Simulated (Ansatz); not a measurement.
Ansatz (an electronic-structure program) input:
A basis named .json is the Basis Set Exchange file of that set.

Ansatz 0.2 input:
```yaml
crystal:
  periodic: [false, false, false]
  atoms:
    - {symbol: O, position_ang: [0.48055385, 1.23179566, 0.07123776]}
    - {symbol: C, position_ang: [0.08562762, 0.07027235, -0.02389028]}
    - {symbol: N, position_ang: [1.00626554, -0.92842649, 0.11309204]}
    - {symbol: C, position_ang: [-1.36042777, -0.31419675, -0.10205132]}
    - {symbol: H, position_ang: [-1.96283413, 0.55313497, -0.36202520]}
    - {symbol: H, position_ang: [-1.50169577, -1.10859351, -0.83655991]}
    - {symbol: H, position_ang: [-1.68137161, -0.70252237, 0.86657569]}
    - {symbol: H, position_ang: [1.90641279, -0.63385265, -0.27388722]}
basis:
  gaussian:
    orbitals: aug-cc-pVTZ
    fitting: {mean_field: def2-universal-jkfit, correlation: aug-cc-pVTZ-RIFIT.json}
magnetization: {spin_polarized: true, initial_magnetization: 1}
correlation: {method: mp2, electrons: outside_noble_gas}
```

**Question.** Predict the final energy.

**Answer.** -208.14988 Eh (RI-MP2/aug-cc-pVTZ). The basis has 276 functions.

It need not be the lowest isomer of its formula.

The determinant is spin-contaminated: <S^2> is 0.88 against 0.75 for a pure state.
